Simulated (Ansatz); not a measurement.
## Pulling the pair apart

The pair of H2S (SMILES S, atoms 1–3) and CH5N (SMILES CN, atoms 4–10), both closed shells, in one local arrangement (a lower one may exist), relaxed at PBE0-D4/def2-TZVP:

```
10
angstrom
S 0.0568 -0.4212 -2.7266
H -1.0342 0.3224 -2.9615
H 0.2356 0.1112 -1.4812
C -0.1391 -0.4915 1.1940
N 0.4287 0.6368 0.4703
H -0.1066 -0.3976 2.2868
H 0.3926 -1.4029 0.9143
H -1.1799 -0.6249 0.8934
H 1.4019 0.7721 0.7126
H -0.0557 1.4957 0.6980
```

CH5N is shifted rigidly along the line between the mean atom positions of the two fragments (negative: closer). Counterpoise interaction energies in kJ/mol. Program: Ansatz 0.2.0. Basis: def2-TZVPPD. Cores are frozen in the correlated methods.

```json
{"shift (Å)": "-0.34", "wB97M-V": "-4.8", "MP2": "-7.2", "PBE-D4": "-17.2"}
{"shift (Å)": "-0.17", "wB97M-V": "-13.2", "MP2": "-14.7", "PBE-D4": "-22.8"}
{"shift (Å)": "0.00", "wB97M-V": "-16.5", "MP2": "-17.4", "PBE-D4": "-23.9"}
{"shift (Å)": "0.17", "wB97M-V": "-17.0", "MP2": "-17.5", "PBE-D4": "-22.6"}
{"shift (Å)": "0.41", "wB97M-V": "-15.5", "MP2": "-15.7", "PBE-D4": "-19.3"}
{"shift (Å)": "0.85", "wB97M-V": "-10.8", "MP2": "-11.0", "PBE-D4": "-12.8"}
{"shift (Å)": "1.69", "wB97M-V": "-4.7", "MP2": "-4.9", "PBE-D4": "-5.3"}
{"shift (Å)": "3.39", "wB97M-V": "-1.1", "MP2": "-1.2", "PBE-D4": "-1.1"}
```

Question: What does CCSD(T) give at these shifts? (Judge from chemistry; the value comes from the calculation.)

Answer: Computed: -2.3, -11.2, -15.0, -15.9, -14.7, -10.6, -4.7, -1.1 kJ/mol. For zero shift, CCSD(T) at an estimated basis limit (MP2 extrapolated from triple and quadruple zeta, plus CCSD(T) − MP2 in triple zeta) gives -17.2 kJ/mol. These are counterpoise interaction energies, counted from the two frozen fragments.

No T1 diagnostic of these runs exceeds 0.010.

For scale, one of the runs: CCSD(T)/def2-TZVPPD, 244 basis functions, launched by `ansatz run in.yaml --threads 4 --pin off --events-out ev --progress --plain --max-ram 9574MiB`. Time: 40 s of wall clock on 4 CPU threads of an Intel Xeon Platinum 8488C; the host was shared. Peak host memory: 4.8 GiB.
